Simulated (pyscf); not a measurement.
Four-centre exchange: F–BH–F + ammonia (NH₃) -> F–BH–F + ammonia (NH₃)

Gas phase, singlet surface, charge 0. Bonds broken: B2–H6, H4–N5. Bonds formed: B2–H4, N5–H6. PySCF, gas phase, ωB97X-D3(BJ)/def2-SVP geometries. Correlated levels are frozen-core, on RHF or UHF. ΔMP2 is the change of the MP2 total energy from the triple- to the quadruple-zeta basis.

Transition state (Å):

```xyz
8

F      1.4541    -0.5476     0.0688
B      0.2708    -0.0159     0.2765
F      0.0521     1.2746     0.1625
H     -1.1105    -1.0161    -0.9140
N     -0.8305    -0.8834     0.6431
H     -0.3847    -0.6209     2.1332
H     -0.7083    -1.8833     0.7388
H     -1.7593    -0.5191     0.8120
```

One imaginary mode, 1338i cm⁻¹; descent along it reached the two sides named, in the forms told below.

```json
[
 {"bond": "B2–H6", "change": "breaks", "reactant side (Å)": "1.226", "saddle": "2.060", "product side": "2.241"},
 {"bond": "H4–N5", "change": "breaks", "reactant side (Å)": "1.023", "saddle": "1.588", "product side": "2.332"},
 {"bond": "B2–H4", "change": "forms", "reactant side (Å)": "2.242", "saddle": "2.080", "product side": "1.227"},
 {"bond": "N5–H6", "change": "forms", "reactant side (Å)": "2.331", "saddle": "1.577", "product side": "1.023"}
]
```

Electronic energies relative to the separated reactants (eV):

```csv
level,barrier,reaction energy,reverse barrier
ωB97X-D3(BJ)/def2-TZVP,4.32,0.00,4.32
PBE/def2-TZVP,3.46,0.00,3.46
r²SCAN/def2-TZVP,3.63,0.00,3.63
B3LYP-D3(BJ)/def2-TZVP,3.81,0.00,3.81
PBE0-D3(BJ)/def2-TZVP,3.82,0.00,3.82
M06-2X/def2-TZVP,4.10,0.00,4.10
ωB97M-D3(BJ)/def2-TZVP,4.12,0.00,4.12
HF/def2-TZVP,5.25,0.00,5.25
MP2/def2-QZVPP,4.18,0.00,4.18
CCSD/def2-TZVPP,4.20,0.00,4.20
CCSD(T)/def2-TZVPP,3.92,0.00,3.92
CCSD(T)/def2-TZVPP + ΔMP2(QZVPP),3.91,0.00,3.91
```

With CCSD(T)/def2-TZVPP + ΔMP2(QZVPP) energies and thermal terms (ideal gas, 1 atm, RRHO with modes under 100 cm⁻¹ raised to 100, one conformer, R ln 2 for rigid chiral ones), in eV:

```csv
T (K),ΔH‡,ΔG‡,ΔH,ΔG
298,3.72,4.20,0.00,0.00
600,3.75,4.68,0.00,0.00
900,3.81,5.13,0.00,0.00
1200,3.86,5.56,0.00,0.00
```

On the reactant side the descent ends in an adduct with a B–N contact, 0.84 eV under the separated species and 5.16 eV under the saddle at ωB97X-D3(BJ)/def2-TZVP. On the product side the descent ends in an adduct with a B–N contact, 0.84 eV under the separated species and 5.16 eV under the saddle at ωB97X-D3(BJ)/def2-TZVP. The same reactants have a lower exit, to H₂N–B(F)–F + H₂ (barrier +0.97 eV at ωB97M-D3(BJ), against +4.12 eV here). This is the saddle that the search found; another between the same sides may lie lower. A restricted solution here is unstable towards spin polarisation, so biradical character is likely and single-reference numbers are less safe. The CCSD(T) − MP2 part came from Ansatz, without density fitting, on the same reference.
